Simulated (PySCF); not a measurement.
Problem. Give a GFN2-xTB geometry of `Cc1nocn1`.

Solution. 
Z-matrix in Å and degrees, rows numbered from 1:
```
C 
C   1  1.4756
N   2  1.3709  1  123.22
C   3  1.2905  2  102.76  1  -179.79
O   4  1.3294  3  113.17  2    -0.01
N   2  1.3030  1  124.42  3  -179.73
H   1  1.0881  2  109.38  3    59.54
H   1  1.0882  2  109.66  3   -58.63
H   1  1.0855  2  109.67  3  -179.66
H   4  1.0712  3  127.31  2   179.95
```

The 5-membered ring C2–N3–C4–O5–N6 has internal angles of 102.8° to 113.2° (sum 540°, against 540° for a flat polygon); it is planar, 0.00 Å rms from its mean plane, widest ring torsion 0°. O5 (ring oxygen) is bent (angle 106.3°). The 6 heavy atoms lie in one plane (0.001 Å rms). The C–N distances run from 1.291 Å (N3–C4, aromatic) to 1.371 Å (C2–N3, aromatic), a spread of 0.080 Å.

The geometry is computed with GFN2-xTB (gas phase).

Point group: Cs (every atom within 0.08 Å of its image). No frequency check.
